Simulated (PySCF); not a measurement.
**P₂, CCSD(T): how much the basis matters**

PySCF, RHF reference; singlet, unpaired electrons none; De to P + P without counterpoise correction. Frozen cores follow the default of each basis and core potential.

```json
{"basis": "def2-SVP", "relativity": "no relativity", "functions": "36", "Re (Å)": "1.919", "ωe (cm⁻¹)": "775", "De (eV)": "4.03", "frozen orbitals": "10"}
{"basis": "def2-SVPD", "relativity": "no relativity", "functions": "48", "Re (Å)": "1.925", "ωe (cm⁻¹)": "765", "De (eV)": "4.08", "frozen orbitals": "10"}
{"basis": "aug-pcseg-1", "relativity": "no relativity", "functions": "54", "Re (Å)": "1.928", "ωe (cm⁻¹)": "757", "De (eV)": "4.03", "frozen orbitals": "10"}
{"basis": "aug-cc-pV(D+d)Z", "relativity": "no relativity", "functions": "64", "Re (Å)": "1.929", "ωe (cm⁻¹)": "757", "De (eV)": "4.11", "frozen orbitals": "10"}
{"basis": "def2-TZVPP", "relativity": "no relativity", "functions": "84", "Re (Å)": "1.908", "ωe (cm⁻¹)": "776", "De (eV)": "4.57", "frozen orbitals": "10"}
{"basis": "def2-TZVPPD", "relativity": "no relativity", "functions": "96", "Re (Å)": "1.908", "ωe (cm⁻¹)": "776", "De (eV)": "4.61", "frozen orbitals": "10"}
```

How does each smaller set differ from the one with most functions, def2-TZVPPD?

def2-SVP: +1.1 pm, -0.1 % in ωe, -0.58 eV in De; def2-SVPD: +1.7 pm, -1.4 % in ωe, -0.53 eV in De; aug-pcseg-1: +2.0 pm, -2.4 % in ωe, -0.58 eV in De; aug-cc-pV(D+d)Z: +2.1 pm, -2.4 % in ωe, -0.50 eV in De; def2-TZVPP: +0.0 pm, +0.0 % in ωe, -0.04 eV in De. All at CCSD(T); the set with most functions is neither the basis-set limit nor always the best.

Measured (Huber and Herzberg, Constants of Diatomic Molecules (1979)): Re = 1.8934 Å, ωe = 780.77 cm⁻¹. Correlated steps freeze 10 core orbitals. Correlated levels converge slowly with the basis: in double zeta they bind strong bonds too weakly, by up to about 1 eV, and carry superposition errors of some tenths. Where the molecule has an RHF reference, its open-shell atoms are computed with UHF.
